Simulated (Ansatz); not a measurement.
Compare A (`CC(C)C=N`) with its isomer B (`NC1CCC1`).

Calculated with Ansatz (gas phase, PBE0-D4/def2-TZVP geometries, no zero-point term in ΔE). CCSD(T)/CBS is the MP2 limit (def2-TZVPP, def2-QZVPP) plus CCSD(T) − MP2 in def2-TZVPP, frozen cores. Functionals use def2-TZVPP. B3LYP here is the variant with VWN-RPA as its local correlation; programs differ in this. Each species was taken in one conformer, which may not be the lowest.

Which isomer does CCSD(T)/CBS put lower? Give the gap. (Estimate.)

Computed: A, by 39.2 kJ/mol.

Give E(B) − E(A) in kJ/mol with HF/def2-TZVPP, CCSD(T)/def2-TZVPP, MP2/def2-TZVPP, PBE-D4, ωB97M-V, B3LYP, B3LYP-D4. (An estimate is asked.)

Ansatz gave: HF/def2-TZVPP 51.7, CCSD(T)/def2-TZVPP 41.6, MP2/def2-TZVPP 33.7, PBE-D4 34.1, ωB97M-V 34.7, B3LYP 49.2, B3LYP-D4 49.1. None reverses the order clearly.

Largest T1 diagnostic: 0.011.

In def2-TZVPP, CCSD(T) changes the Hartree–Fock value by −10.1 kJ/mol (the triples alone add +2.0 kJ/mol) and MP2 by −18.0 kJ/mol. From PBE to PBE0 (25 % exact exchange), in def2-TZVPP and without D4, E(B) − E(A) moves by −9.0 kJ/mol.
